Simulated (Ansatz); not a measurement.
In2O3 (Ia-3, No. 206): properties by level of theory

Reference values: lattice constant a 10.117 Å (measured, temperature not stated, no zero-point or thermal correction; as tabulated in Wikipedia's data pages).

| level (code) | lattice parameter a (Å) | cohesive energy (eV/atom) |
|---|---|---|
| LDA (Ansatz) | 10.061 | ? |
| PBE-D3(BJ) (Ansatz) | 10.228 | 4.57 |
| r²SCAN+rVV10 (Ansatz) | 10.131 | 4.68 |

Problem. Some entries are withheld; supply them.

Solution. 
- LDA (Ansatz, a first-principles code), cohesive energy (eV/atom): 5.40

Caveats: the relaxation could not lower the start's symmetry, so the cell can be a saddle point above a distorted one (LDA, PBE-D3(BJ), r²SCAN+rVV10). Ansatz's density-functional and Hartree–Fock values are scalar-relativistic unless marked +SOC, with PAW data made under PBE.

The computed numbers hold no vibrational or temperature effects.
